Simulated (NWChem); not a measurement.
**BF2 (SMILES F[B]F): levels of theory compared**

Aim: a comparison of 6 runs (UHF/3-21G, UB3LYP/6-31G*, UB3LYP/def2-SVP, UMP2/cc-pVTZ, UMP2/pcseg-2) of BF2. 

The calculation is run with NWChem 7.3.0.

1 further run of the same task is left out (set aside as unsound or not needed).

## (1) The molecule

BF2 has 3 atoms, charge 0, and is taken as a doublet. SMILES: `F[B]F`. The shape is that of a PBE0-D4/def2-TZVP optimisation.

Bond lengths: F1–B2 1.306 Å, B2–F3 1.306 Å. Angles: F1–B2–F3 121.1°.

## (2) Energy and forces at UHF/3-21G (run 1)

File job.nw:

```
start job
title "BF2 hf"
memory total 2200 mb
charge 0

geometry units bohr noautosym nocenter noautoz
F   0.96961847 -1.97344099  0.30235618
B   0.52723359  0.45447913  0.34260735
F  -1.51726111  1.39631863 -0.67009688
end

basis "ao basis" spherical bse
* library 3-21G
end

scf
nopen 1
uhf
thresh 1e-08
maxiter 80
print medium
end

task scf gradient
```

On the command line:

```sh
nwchem job.nw > job.out
```

Standard output:

```text
[...]
  functions       =    27
[...]
  wavefunction    = UHF
[...]
         Total SCF energy =   -222.410267079964
      One electron energy =   -419.636974301872
      Two electron energy =    141.924422867677
 Nuclear repulsion energy =     55.302284354231
                       Sz =      0.5000
                 Sz(Sz+1) =      0.7500
                      S^2 =      0.7525
[...]
                         UHF ENERGY GRADIENTS
    atom               coordinates                        gradient
                 x          y          z           x          y          z
   1 F       0.969618  -1.973441   0.302356   -0.004201   0.029848   0.001174
   2 B       0.527234   0.454479   0.342607   -0.021117  -0.019654  -0.013887
   3 F      -1.517261   1.396319  -0.670097    0.025319  -0.010194   0.012713
[...]
```

Run time: 0.89 s. Hardware: 1 thread of Intel Xeon Platinum 8488C (Sapphire Rapids), shared host; peak memory 0.094 GiB.

## (3) Energy and forces at UB3LYP/6-31G(d) (spherical functions) (run 2)

File sp.nw:

```
start sp
memory 2200 mb
geometry noautosym nocenter noautoz
  F     0.513100   -1.044300    0.160000
  B     0.279000    0.240500    0.181300
  F    -0.802900    0.738900   -0.354600
end
basis "ao basis" spherical bse
  * library 6-31G*
end
dft
  xc b3lyp
  mult 2
  grid xfine
  convergence energy 1e-08
  iterations 100
  mulliken
  print low
end
task dft gradient
```

On the command line:

```sh
nwchem sp.nw > sp.out
```

Standard output:

```text
[...]
 d= 0,ls=0.0,diis     1   -224.4791479885 -2.80D+02  1.57D-02  1.59D-01     0.8
[...]
 d= 0,ls=0.0,diis     8   -224.5586024033  8.89D-10  1.07D-06  1.22D-08     6.0
[...]
         Total DFT energy =     -224.558602403313
      One electron energy =     -421.398993657035
           Coulomb energy =      166.594813461131
    Exchange-Corr. energy =      -25.056710510915
 Nuclear repulsion energy =       55.302288303504
[...]
      Total Density - Mulliken Population Analysis
     ---------------------------------------------
    Atom       Charge   Shell Charges
 -----------   ------   -------------------------------------------------------
    1 F    9     9.21   2.00  0.94  3.33  0.97  1.97  0.01
    2 B    5     4.58   2.00  0.50  1.18  0.46  0.29  0.14
    3 F    9     9.21   2.00  0.94  3.33  0.97  1.97  0.01
[...]
      <S2> =      0.7512 (Exact =     0.7500)
                         DFT ENERGY GRADIENTS
    atom               coordinates                        gradient
                 x          y          z           x          y          z
   1 F       0.969618  -1.973441   0.302356   -0.001843   0.009204   0.000062
   2 B       0.527234   0.454479   0.342607   -0.005844  -0.005466  -0.003846
   3 F      -1.517261   1.396319  -0.670097    0.007687  -0.003738   0.003785
 Task  times  cpu:        7.1s     wall:        7.1s
 Total times  cpu:        7.1s     wall:        7.1s
```

Run time: 7.8 s. Hardware: 1 thread of Intel Xeon Platinum 8488C (Sapphire Rapids), shared host; peak memory 0.12 GiB.

## (4) Energy and gradient at UB3LYP/def2-SVP (run 3)

File work.xyz:

```xyz
3
BF2 B3LYP
F      0.513100    -1.044300     0.160000
B      0.279000     0.240500     0.181300
F     -0.802900     0.738900    -0.354600
```

File run.py:

```python
from ase.io import read
from ase.calculators.nwchem import NWChem

mol = read('work.xyz')

calc = NWChem(
    label='work',
    theory='dft',
    memory='2200 mb',
    basis='def2-SVP',
    basispar='spherical bse',
    dft={'xc': 'b3lyp', 'mult': '2', 'grid': 'xfine', 'convergence': 'energy 1e-08', 'iterations': '100', 'mulliken': None, 'print': 'low'},
)
mol.calc = calc

forces = mol.get_forces()
print(f"energy = {mol.get_potential_energy():.6f} eV")
print("forces (eV/A):")
for s, f in zip(mol.symbols, forces):
    print(f"{s:2s} {f[0]:10.5f} {f[1]:10.5f} {f[2]:10.5f}")
```

On the command line:

```sh
export ASE_NWCHEM_COMMAND="nwchem PREFIX.nwi > PREFIX.nwo"
python run.py
```

Standard output:

```text
energy = -6106.158797 eV
forces (eV/A):
F     0.03368   -0.15195    0.00077
B     0.09163    0.08716    0.06047
F    -0.12532    0.06479   -0.06124
```

The calculator wrote work.nwi:

```
title "work"

permanent_dir work

scratch_dir work

start work

geometry units angstrom nocenter noautosym noautoz
  F  5.1310000000000000e-01 -1.0443000000000000e+00 1.6000000000000000e-01
  B  2.7900000000000003e-01 2.4049999999999999e-01 1.8129999999999999e-01
  F  -8.0289999999999995e-01 7.3890000000000000e-01 -3.5460000000000003e-01
end

memory 2200 mb

basis spherical bse noprint
   * library def2-SVP
end

dft
  xc b3lyp
  mult 2
  grid xfine
  convergence energy 1e-08
  iterations 100
  mulliken
  print low
end

task dft gradient
```

work.nwo, shortened:

```text
[...]
         Total DFT energy =     -224.397198730466
      One electron energy =     -420.904897959280
           Coulomb energy =      166.209824695529
    Exchange-Corr. energy =      -25.004413770219
 Nuclear repulsion energy =       55.302288303504
[... 29 lines left out ...]
    Atom       Charge   Shell Charges
 -----------   ------   -------------------------------------------------------
[...]
      <S2> =      0.7513 (Exact =     0.7500)
                         DFT ENERGY GRADIENTS
    atom               coordinates                        gradient
                 x          y          z           x          y          z
   1 F       0.969618  -1.973441   0.302356   -0.000655   0.002955  -0.000015
   2 B       0.527234   0.454479   0.342607   -0.001782  -0.001695  -0.001176
   3 F      -1.517261   1.396319  -0.670097    0.002437  -0.001260   0.001191
 Task  times  cpu:        6.8s     wall:        6.8s
 Total times  cpu:        6.9s     wall:        6.9s
```

Run time: 8.4 s. Hardware: 1 thread of Intel Xeon Platinum 8488C (Sapphire Rapids), shared host; peak memory 0.11 GiB.

Runs 4 to 5 aren't shown in full; the table further down has their settings and results.

## (5) Energy and forces at UMP2/pcseg-2 (run 6)

File run.py:

```python
from ase import Atoms
from ase.calculators.nwchem import NWChem

molecule = Atoms(['F', 'B', 'F'], positions=[
    [0.513100, -1.044300, 0.160000],
    [0.279000, 0.240500, 0.181300],
    [-0.802900, 0.738900, -0.354600],
])

calc = NWChem(
    label='struct',
    theory='mp2',
    memory='2200 mb',
    basis='pcseg-2',
    basispar='spherical bse',
    scf={'nopen': '1', 'uhf': None, 'thresh': '1e-08', 'maxiter': '80'},
    mp2={'freeze': 'core 3', 'tight': None},
)
molecule.calc = calc

forces = molecule.get_forces()
print("Total energy (eV):", round(molecule.get_potential_energy(), 6))
print("forces (eV/A):")
for s, f in zip(molecule.symbols, forces):
    print(f"{s:2s} {f[0]:10.5f} {f[1]:10.5f} {f[2]:10.5f}")
```

On the command line:

```sh
export ASE_NWCHEM_COMMAND="nwchem PREFIX.nwi > PREFIX.nwo"
python run.py
```

Standard output:

```text
Total energy (eV): -6102.448892
forces (eV/A):
F     0.04139   -0.19530   -0.00005
B     0.12033    0.11395    0.07934
F    -0.16167    0.08135   -0.07929
```

The calculator wrote struct.nwi:

```
title "struct"

permanent_dir struct

scratch_dir struct

start struct

geometry units angstrom nocenter noautosym noautoz
  F  5.1310000000000000e-01 -1.0443000000000000e+00 1.6000000000000000e-01
  B  2.7900000000000003e-01 2.4049999999999999e-01 1.8129999999999999e-01
  F  -8.0289999999999995e-01 7.3890000000000000e-01 -3.5460000000000003e-01
end

memory 2200 mb

basis spherical bse noprint
   * library pcseg-2
end

scf
  nopen 1
  uhf
  thresh 1e-08
  maxiter 80
end
mp2
  freeze core 3
  tight
end

task mp2 gradient
```

struct.nwo, shortened:

```text
[...]
      One electron energy =   -421.320343892397
[... 1 line left out ...]
 Nuclear repulsion energy =     55.302288303504
[... 34 lines left out ...]
          Final beta eigenvalues
[... 197 lines left out ...]
                     UHF Final Beta Molecular Orbital Analysis
[...]
                         mp2 ENERGY GRADIENTS
    atom               coordinates                        gradient
                 x          y          z           x          y          z
   1 F       0.969618  -1.973441   0.302356   -0.000805   0.003798   0.000001
   2 B       0.527234   0.454479   0.342607   -0.002340  -0.002216  -0.001543
   3 F      -1.517261   1.396319  -0.670097    0.003144  -0.001582   0.001542
[...]
```

Run time: 51 s. Hardware: 1 thread of Intel Xeon Platinum 8488C (Sapphire Rapids), shared host; peak memory 0.26 GiB.

## (6) The series

```csv
run,level,iteration cap,module,energy (Eh),dipole moment (D),HOMO energy (eV),LUMO energy (eV),wall time
1,UHF/3-21G,80,scf,-222.410267,0.82,-10.97,2.50,0.89 s
2,UB3LYP/6-31G* (spherical functions),100,dft,-224.558602,–,–,–,7.8 s
3,UB3LYP/def2-SVP,100,dft,-224.397199,–,–,–,8.4 s
4,UB3LYP/6-31G* (Cartesian functions),100,dft,-224.561620,0.23,-6.40,-1.97,7.8 s
5,UMP2/cc-pVTZ,80,mp2,-224.277982,0.30,-11.25,1.89,50 s
6,UMP2/pcseg-2,80,mp2,-224.260862,0.36,-11.27,1.36,51 s
```

## (7) Summary of results

| quantity | value |
| --- | --- |
| run 6: total energy | -224.26086 Eh |
| run 6: dipole moment (of the density that the program reports) | 0.36 D |
| run 6: HOMO energy (Hartree–Fock orbitals) (highest over α and β) | -11.27 eV |
| run 6: LUMO energy (Hartree–Fock orbitals) (lowest over α and β) | 1.36 eV |
| run 6: correlation energy (3 core orbitals frozen) | -551.8 mEh |
| run 6: ⟨S²⟩ of the reference determinant | 0.752 |
| run 6: largest force on an atom | 0.200 eV/Å |

Over runs 1, 4, 5, 6 the dipole moment (its size) runs from 0.23 D (UB3LYP/6-31G*) to 0.82 D (UHF/3-21G). The two ends differ in method and basis. All runs together took 2.1 min, the longest 51 s.
